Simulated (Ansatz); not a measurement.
A structure relaxed at r2SCAN-D4/def2-TZVP in Ansatz, charge 0, singlet:

```xyz
9

Si    0.7861    0.3575   -1.3084
H    -0.0712   -0.2287   -2.3700
H     2.2066    0.0438   -1.5874
H     0.5951    1.8308   -1.2934
O     0.3969   -0.2811    0.1466
Si   -0.7256   -0.4005    1.3307
H    -0.2249   -1.3523    2.3492
H    -0.9518    0.9269    1.9575
H    -2.0111   -0.8964    0.7752
```

Task: Give its formula, name or SMILES.

Result: (H3Si)2O (Si2OH6).

Task: Summarise the bond lengths by kind (pairs closer than 1.2 times the sum of covalent radii, bridged metal pairs left out).

Result: 2 × O–Si 1.64 Å; 6 × H–Si 1.48 to 1.49 Å.
